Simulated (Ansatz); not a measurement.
**A basis-limit estimate, worked out**

An elementary step of Si2H8S, closed shell (Si₂H₆ ([SiH3][SiH3]) + H₂S → Si₂H₆S ([SiH3][SiH2][SH]) + H₂; bonds formed: Si1–S7, H2–H6; bonds broken: Si1–H2, H6–S7). “Start” is the structure reached by relaxing down from the saddle towards the reactants; PBE0-D4/def2-TZVP structures. The saddle:

```xyz
11
angstrom
Si -0.5789 0.1950 -0.4784
H -0.3180 -1.3632 0.1621
H -0.2463 1.3182 -1.4167
H -2.0500 0.0122 -0.4951
Si 0.3337 0.9048 1.5673
H -0.1724 -1.6858 -0.8461
S 0.0173 -1.3363 -2.3854
H 1.7882 0.5758 1.5559
H -0.2972 0.1635 2.6931
H 0.1958 2.3715 1.7920
H 1.3280 -1.1559 -2.1485
```

Ansatz 0.2.0; basis: def2-TZVPP and def2-QZVPP; cores frozen in the correlated methods.

Energies in eV:

| quantity | saddle | start |
| --- | --- | --- |
| Hartree–Fock, triple zeta (X = 3) | -26665.96828 | -26669.12077 |
| Hartree–Fock, quadruple zeta (X = 4) | -26666.77771 | -26669.92839 |
| MP2 correlation, X = 3 | -13.40559 | -12.49059 |
| MP2 correlation, X = 4 | -14.40481 | -13.44917 |
| CCSD(T) correlation, X = 3 | -15.81227 | -14.99160 |

(1) Work out the barrier at the basis limit: extrapolate Hartree–Fock as E(X) = E∞ + A exp(−7.88 √X) and the MP2 correlation as E(X) = E∞ + B X^−2.97 (the exponents that Neese and Valeev fitted for def2-TZVPP and QZVPP), then add CCSD(T) − MP2 in triple zeta.

T1 diagnostic: at most 0.015.

Answers

(1) Each step is linear, so take the differences first (saddle − start): Hartree–Fock 3.15249 (X = 3) and 3.15068 (X = 4); MP2 correlation -0.91500 and -0.95564; CCSD(T) correlation -0.82067.
Two points give E∞ = E(4) + w [E(4) − E(3)], with w = 1/(exp(7.88 (2 − √3)) − 1) = 0.1377 for Hartree–Fock and w = 1/((4/3)^2.97 − 1) = 0.7407 for the correlation.
Hartree–Fock: 3.15068 + 0.1377 × (-0.00181) = 3.1504 eV.
MP2 correlation: -0.95564 + 0.7407 × (-0.04064) = -0.9857 eV.
CCSD(T) − MP2: -0.82067 − (-0.91500) = 0.0943 eV.
Sum: 3.1504 + (-0.9857) + 0.0943 = 2.2590 eV, or 52.09 kcal/mol. Plain CCSD(T) in triple zeta gives 2.3318 eV, so the larger basis shifts the result by -0.0728 eV.

Labels in which every atom is bracketed show which atoms are joined, not bond orders.

For scale, one of the runs: CCSD(T)/def2-TZVPP, 238 basis functions, launched by `ansatz run in.yaml --threads 4 --pin off --events-out ev --progress --plain --max-ram 9574MiB`. The run took 62 s on 4 CPU threads of an Arm Neoverse V1 (shared host), with 3.9 GiB of host memory at its peak.
